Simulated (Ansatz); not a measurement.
## GeAs⁺, triplet in cc-pVTZ: errors against UCCSDT(Q)

Geometry: that of the GeAs⁺, singlet, kept fixed.

```xyz
2

Ge    0.0000    0.0000    0.0000
As    0.0000    0.0000    2.4161
```

Basis cc-pVTZ; Ansatz 0.2.0. Correlated methods freeze the noble-gas cores and the filled d shells of p-block atoms, which leaves 8 electrons in 58 orbitals. Prefix R: restricted or restricted open-shell reference; prefix U: unrestricted. Active spaces: valence = (8e, 8o) chosen from the atoms' valence shells. No spin–orbit coupling is included, and no scalar relativity.

Full CI isn't at hand for all of this; UCCSDT(Q) serves as the reference, and is uncertain by the last step of the cluster series or more. The frozen core follows each run's orbitals, which can shift R against U totals by a few meV for light atoms and by up to 0.1 eV past Ca.

```
UHF ⟨S²⟩                          : 2.016
T1 diagnostic (RCCSD)             : 0.0299
largest doubles amplitude (RCCSD) : 0.066
T1 diagnostic (UCCSD)             : 0.0306
```

```
   level  E − E(UCCSDT(Q)) (kJ/mol)  wall time
     UHF                      484.7          –
    UMP2                      106.4          –
   UCCSD                       28.1          –
UCCSD(T)                        5.7       86 s
  UCCSDT                        1.5          –
```

Run but not shown, since their state, orbitals or frozen core can't be matched to the reference's or they repeat it: RHF, RMP2, CISD, RCCSD, RCCSD(T), BCCD(T), RCCSDT, RCCSDT(Q), CASSCF (valence space), NEVPT2 (valence space), MRCISD (valence space), MRCISD+Q (valence space), MRCISD+Q(relaxed) (valence space).

Times hold each run's SCF and search for its determinant on a shared host, so for small cases they say little of a method's own cost; they ran on 1 thread of AMD EPYC 7R43.

Natural occupations of CASSCF (valence space) about the gap: 1.989 1.969 1.918 0.993 0.993 0.047 0.047 0.045; effectively unpaired electrons, Σ n²(2−n)², 2.05.
